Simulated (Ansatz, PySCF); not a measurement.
Reaction (SMILES): [CH]=C=C -> [CH-]=C=C (an electron is taken up)

Quantity: adiabatic electron affinity (0 K, with zero-point energies), in eV. Positive where the reaction releases energy. Terms: dispersion terms only where a functional's name holds one; six Cartesian d functions in 6-31G* and its kin unless marked 5d; non-relativistic; UHF or UKS for open shells; spin-orbit terms left out; valence correlation only. First-principles rows: single points at B3LYP-D3(BJ) geometries (Ansatz, a program for electronic structure), with unscaled harmonic terms from B3LYP/6-31G* at its own minima. Anions need diffuse functions, which STO-3G, LANL2DZ, def2-SVP, cc-pVDZ and Pople sets without + lack.

```csv
level,program,"adiabatic electron affinity (0 K, with zero-point energies) (eV)"
SVWN5/6-31G*,Ansatz,0.40
PBE/def2-SVP,Ansatz,0.50
B3LYP/STO-3G,Ansatz,-3.08
B3LYP/6-31G,Ansatz,0.05
PBE0/6-31G*,Ansatz,0.16
M06-2X/6-31G* (5d),PySCF,0.27
r2SCAN-D4/def2-TZVPD,Ansatz + dftd4,0.75
B2PLYP-D3(BJ)/def2-TZVPD,Ansatz + dftd3,0.83
```

No value to compare with is used here. The 6 habitual levels span -3.08 (B3LYP/STO-3G) to 0.50 eV (PBE/def2-SVP); r2SCAN-D4/def2-TZVPD gives 0.75.

The levels are drawn from those run, B3LYP/6-31G* more often than the rest, none by its result; runs whose electronic state is in doubt are left out.
